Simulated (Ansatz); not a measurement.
Mulliken charges of C₃H₄FNO, SMILES `N=C(O)C=CF` from ωB97M-V/def2-TZVPP in Ansatz (PBE0-D4/def2-TZVP geometry).

| atom | x (Å) | y (Å) | z (Å) | charge (e) |
| --- | --- | --- | --- | --- |
| N1 | -0.358 | -0.095 | 1.659 | -0.270 |
| C2 | -0.166 | -0.657 | 0.542 | 0.228 |
| O3 | -0.271 | -1.998 | 0.447 | -0.282 |
| C4 | 0.177 | -0.082 | -0.764 | -0.185 |
| C5 | 0.339 | 1.201 | -1.050 | 0.133 |
| F6 | 0.208 | 2.175 | -0.152 | -0.187 |
| H7 | -0.251 | 0.910 | 1.601 | 0.119 |
| H8 | -0.496 | -2.308 | 1.335 | 0.201 |
| H9 | 0.309 | -0.778 | -1.583 | 0.123 |
| H10 | 0.592 | 1.581 | -2.032 | 0.120 |

Q: By hand: the dipole of these point charges (1 e Å = 4.8032 D).

A: Σ q r = (0.088, -0.054, -0.400) e Å, of length 0.413 e Å = 1.98 D.

Q: How does the dipole of the full density compare? (Best estimate.)

A: Computed: (0.110, 0.077, -0.451) e Å, 2.26 D; the point charges give 0.88 times that, at 17° from its direction.

Point charges leave out the atoms' own dipoles, such as those of lone pairs, and Mulliken's split depends on the basis, so the close match here is no proof of good charges.
